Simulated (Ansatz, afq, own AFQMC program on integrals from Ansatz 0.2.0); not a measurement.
## CH$_{2}$Si, singlet: AFQMC among the cluster methods

```json
{"atom": "Si", "x (Å)": "0.0000", "y (Å)": "0.0000", "z (Å)": "0.4697"}
{"atom": "C", "x (Å)": "0.0000", "y (Å)": "0.0000", "z (Å)": "-1.3049"}
{"atom": "H", "x (Å)": "0.0000", "y (Å)": "1.2713", "z (Å)": "1.2312"}
{"atom": "H", "x (Å)": "0.0000", "y (Å)": "-1.2713", "z (Å)": "1.2312"}
```

Connectivity, by distances: SiH2–C.

Basis cc-pVDZ. Noble-gas cores (and the filled d shells of Ga–Kr and In–Xe) are frozen. Integrals, coupled cluster, full CI and functionals: Ansatz 0.2.0; the random walks run on the same integrals in our own AFQMC program. ph-AFQMC/CISD is guided by a CISD state made of CCSD amplitudes; releasing the constraint for a short imaginary time cuts its bias at the price of noise, slowly where states lie close. Uncertainties: one standard error, sampling alone.

Determinant: RHF, the one that the program's search chose, which needn't be the lowest solution. The geometry is a PBE0/def2-TZVP stationary point of this or a neighbouring charge and spin state.

No full CI on the walks' own integrals is used here; CCSDTQ serves as the reference and is uncertain by about the last step of the cluster series.

Cautions: restricted determinant unstable towards unrestricted (UHF 551 meV lower, ⟨S²⟩ 1.12); strong correlation (T1 0.024, weight of the determinant 0.84, largest double 0.17).

```
T1 diagnostic                               : 0.0238
weight of the determinant in the CISD state : 0.841
size of the correlated space                : 10 electrons in 36 orbitals
```

Reference: CCSDTQ, correlation energy -6.851 eV. The released energy is read at 2.40 1/Eh (meV from the phaseless value at times in 1/Eh: -7 ± 5 at 0.24, -21 ± 4 at 0.51, -25 ± 3 at 0.99, -26 ± 5 at 1.62, -26 ± 8 at 2.40).

```tsv
level	E − E(reference) (meV)	share of correlation (%)
HF	6851.1	0.00
MP2	1494.2	78.19
CCSD	342.3	95.00
CCSD(T)	66.9	99.02
CCSDT	25.2	99.63
CCSDT(Q)	0.3	100.00
ph-AFQMC/HF	-31.5 ± 28.7	100.46
ph-AFQMC/CISD	33.0 ± 5.1	99.52
released AFQMC	6.7 ± 7.8	99.90
```

CCSDT and higher add their correlation energy to the determinant of the CCSD(T) run, since their own runs factorise the integrals more tightly (a shift of under 2 meV). A walk keeps the symmetry of its determinant, which the program's search chose and which needn't be the lowest solution, so a lower state of the same spin and another symmetry isn't excluded. Released energies are given only where the last usable release times agree within the noise; a slower fall can still hide under it.
